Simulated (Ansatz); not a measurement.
A nudged elastic band was laid between two geometries of CH$_{5}$Si$_{2}$ (8 atoms, charge 1, multiplicity 1).

Theory: RKS BLYP-D4/def2-SVP (Ansatz).

```
movable images  : 7
climbing image  : yes
spring          : 5.0 eV/Å²
optimiser       : quadratic models (default)
start path      : through a guess of the saddle point
force threshold : 0.05 eV/Å
iteration limit : 60
end points      : relaxed
```

Initial state:

```xyz
8
Properties=species:S:1:pos:R:3
Si -1.421 0.414 -0.529
C 0.339 0.243 -0.517
Si 1.256 -0.533 0.780
H -2.131 1.082 -1.650
H 0.903 0.650 -1.375
H -2.225 -0.117 0.603
H 2.736 -0.641 0.731
H 0.543 -1.097 1.957
```

Final state:

```xyz
8
Properties=species:S:1:pos:R:3
Si -0.504 0.814 -1.625
C 0.884 0.315 -0.407
Si -0.422 -0.429 0.714
H -1.590 0.038 -0.394
H 1.624 -0.386 -0.855
H -0.845 0.362 1.898
H 1.452 1.188 -0.013
H -0.600 -1.903 0.682
```

What changes between the two ends?

Bonds broken: Si1–H6, Si3–H7. Bonds formed: C2–H7, Si3–H6.

What energy profile does the band end with?

It converged. The highest image is number 5 of 0 to 8, 2.00 eV above the first end and 1.93 eV above the last; the last end lies 0.07 eV above the first. The profile has 2 maxima (images 3, 5) with wells between them (image 4): this band takes more than one step, which may be the mechanism or a detour left from its start path. A vibrational analysis at the climbing image gives one clearly imaginary mode, 719i cm⁻¹: a first-order saddle point. The orbitals stay closed-shell, which can raise the energy where a bond breaks towards radicals; this wasn't checked here. Limits of this set-up: the dipole of an ion depends on the origin.

```tsv
image	path coordinate (Å)	energy (eV)	Si1–H6 (Å)	Si3–H7 (Å)	C2–H7 (Å)
0	0.00	0.00	1.49	1.49	2.84
1	1.44	0.42	1.49	1.48	2.89
2	2.87	1.55	2.00	1.49	2.82
3	4.31	1.71	3.59	1.49	2.74
4	5.74	1.64	3.34	1.50	2.63
5	7.18	2.00	3.81	1.60	1.71
6	8.54	0.95	3.97	2.32	1.12
7	9.90	0.67	3.76	2.43	1.12
8	11.26	0.07	3.57	2.58	1.11
```

What is the geometry of the highest image?


```xyz
8
Properties=species:S:1:pos:R:3:forces:R:3
Si -1.235 0.412 -1.800 0.00 0.00 -0.01
C 0.160 -0.094 -0.700 0.00 0.00 0.02
Si 0.252 -0.621 1.061 0.01 0.00 0.01
H -1.508 1.833 -1.329 0.00 0.00 0.01
H 1.126 -0.329 -1.200 0.00 -0.01 -0.01
H -0.955 -0.433 1.902 0.00 -0.01 0.00
H 0.835 0.793 0.597 0.00 0.01 0.00
H 1.326 -1.562 1.469 0.00 0.00 0.00
```

The band took 31 iterations and about 7 core-minutes.

Time of the run: 6.7 min on 1 thread of Arm Neoverse V1, on a shared host, peak memory 0.16 GiB.
